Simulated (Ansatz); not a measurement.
Species: CN (charge 0, doublet). SMILES: [C]#N
Geometry: optimised at B3LYP-D3(BJ)/def2-TZVP (Ansatz, a quantum-chemistry and plane-wave program).

Quantity: vertical electron affinity (to the singlet state of charge -1; a negative value means that the extra electron is unbound and the number depends on the basis; each state is the SCF solution reached for its spin; the UHF <S^2> is 1.12 for the doublet (pure: 0.75); for the doublet T1 is 0.086), in eV. Cores are frozen in the correlated levels unless marked. Open shells are spin-unrestricted. Spin-orbit coupling is left out. No relativistic terms. Anions need diffuse functions: aug- sets have them; def2-D sets add few. Basis-set limits of correlation are two-point, X^-3; Hartree-Fock from the larger set.

```csv
level,program,vertical electron affinity (eV),minus last row
B3LYP/def2-TZVPD,Ansatz,4.00,0.08
BHLYP/def2-TZVPD,Ansatz,4.01,0.09
CAM-B3LYP/def2-TZVPD,Ansatz,4.14,0.22
wB97M-V/def2-TZVPD,Ansatz,4.15,0.23
CCSD/def2-SVPD,Ansatz,3.49,-0.43
"CCSD/CBS(aug-cc-pVTZ,aug-cc-pVQZ)",Ansatz,3.90,-0.02
"CCSD/CBS(def2-TZVPPD,def2-QZVPPD)",Ansatz,3.88,-0.04
CCSD(T)/def2-TZVPPD,Ansatz,3.78,-0.14
CCSD(T)/aug-cc-pVQZ,Ansatz,3.89,-0.03
"CCSD(T)/CBS(aug-cc-pVTZ,aug-cc-pVQZ)",Ansatz,3.92,0.00
```
